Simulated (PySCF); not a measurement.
## Shapes and spin states of S3

All numbers come from PBE0/[S def2-TZVP], no relativity, density fitting, PySCF.

Relaxations began from a few typed shapes and spin states; open shells are unrestricted. The search is not exhaustive: other isomers or separated fragments can lie lower, and high-lying points may rest on an excited occupation.

```json
{"spin": "singlet", "group": "C2v", "bonds": "S–S 1.905 Å (×2)", "angles": "S–S–S 118.1°", "imaginary modes (cm⁻¹)": "none", "ΔE (kJ/mol)": "0.0", "ΔE with ZPE (kJ/mol)": "0.0"}
{"spin": "singlet", "group": "D3h", "bonds": "S–S 2.064 Å (×3)", "angles": "S–S–S 60.0° (×3)", "imaginary modes (cm⁻¹)": "none", "ΔE (kJ/mol)": "17.0", "ΔE with ZPE (kJ/mol)": "17.0"}
{"spin": "triplet", "group": "C2v", "bonds": "S–S 1.975 Å (×2)", "angles": "S–S–S 92.4°", "imaginary modes (cm⁻¹)": "none", "ΔE (kJ/mol)": "69.8", "ΔE with ZPE (kJ/mol)": "68.1"}
{"spin": "singlet", "group": "D∞h", "bonds": "S–S 1.933 Å (×2)", "angles": "S–S–S 180.0°", "imaginary modes (cm⁻¹)": "977i", "ΔE (kJ/mol)": "307.4", "ΔE with ZPE (kJ/mol)": "–"}
```

The lowest minimum found is the singlet C2v: S–S 1.905 Å (×2); S–S–S 118.1°.

The electron or spin density has lower symmetry than the nuclear frame for the singlet D∞h at 307.4 kJ/mol.
